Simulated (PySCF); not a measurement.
Spin-rotation constants: SMILES C#CCNN=C, C₄H₆N₂

Molfile (atoms numbered from 1):
```
C4H6N2
     RDKit          3D

 12 11  0  0  0  0  0  0  0  0999 V2000
    2.9595    0.4153   -0.5871 C   0  0  0  0  0  0  0  0  0  0  0  0
    1.9442    0.3672    0.0441 C   0  0  0  0  0  0  0  0  0  0  0  0
    0.7020    0.2581    0.7881 C   0  0  0  0  0  0  0  0  0  0  0  0
   -0.3416   -0.3037   -0.0343 N   0  0  0  0  0  0  0  0  0  0  0  0
   -1.5710    0.1646    0.1133 N   0  0  0  0  0  0  0  0  0  0  0  0
   -2.5671   -0.4352   -0.3841 C   0  0  0  0  0  0  0  0  0  0  0  0
    3.8544    0.4814   -1.1307 H   0  0  0  0  0  0  0  0  0  0  0  0
    0.3616    1.2517    1.0940 H   0  0  0  0  0  0  0  0  0  0  0  0
    0.8826   -0.3455    1.6935 H   0  0  0  0  0  0  0  0  0  0  0  0
   -0.1902   -1.2332   -0.4239 H   0  0  0  0  0  0  0  0  0  0  0  0
   -2.5016   -1.3797   -0.9272 H   0  0  0  0  0  0  0  0  0  0  0  0
   -3.5318    0.0230   -0.2716 H   0  0  0  0  0  0  0  0  0  0  0  0
  1  2  3  0
  2  3  1  0
  3  4  1  0
  4  5  1  0
  5  6  2  0
  1  7  1  0
  3  8  1  0
  3  9  1  0
  4 10  1  0
  6 11  1  0
  6 12  1  0
M  END
```

Method: GIAO B3LYP/aug-pcSseg-1 magnetisability, rotational g tensor and spin-rotation constants, non-relativistic, gas phase (PySCF). Geometry: GFN2-xTB.

(1) Give the nuclear spin-rotation constants along the inertial axes (H = +C I·J) beside the isotropic shieldings.

(2) How do the rotational constants and the g tensor change when H7, H8, H9, H10, H11, H12 are replaced by deuterium?

Answers

(1) Rotational constants 18.1990, 1.5907, 1.5174 GHz. A star marks the isotopologue with that one atom substituted, in its own axes.
| atom | isotope | Caa (kHz) | Cbb (kHz) | Ccc (kHz) | mean (kHz) | σ (ppm) |
| --- | --- | --- | --- | --- | --- | --- |
| N4 | 14N | 1.453 | 0.169 | 0.145 | 0.589 | 112.1 |
| N5 | 14N | 5.809 | 0.228 | 0.216 | 2.085 | -132.9 |
| H7 | 1H | -0.330 | -0.130 | -0.178 | -0.212 | 30.3 |
| H8 | 1H | -1.720 | -0.077 | -0.007 | -0.602 | 27.2 |
| H9 | 1H | -1.851 | -0.064 | -0.005 | -0.640 | 27.2 |
| H10 | 1H | -1.919 | -0.053 | -0.022 | -0.665 | 26.4 |
| H11 | 1H | -1.525 | -0.003 | -0.036 | -0.521 | 25.4 |
| H12 | 1H | 0.675 | -0.152 | -0.097 | 0.142 | 26.2 |
| C1 | 13C* | 2.362 | 0.412 | 0.486 | 1.087 | 104.5 |
| C2 | 13C* | 1.804 | 0.437 | 0.583 | 0.941 | 95.6 |
| C3 | 13C* | 3.127 | 0.294 | 0.313 | 1.244 | 137.2 |
| C6 | 13C* | 5.942 | 0.430 | 0.437 | 2.270 | 66.0 |

For the geometry as given, no vibrational averaging.

(2) Constants 13.0507, 1.4147, 1.3421 GHz; g -0.0739, -0.0090, -0.0079, against -0.1025, -0.0097, -0.0093 before.
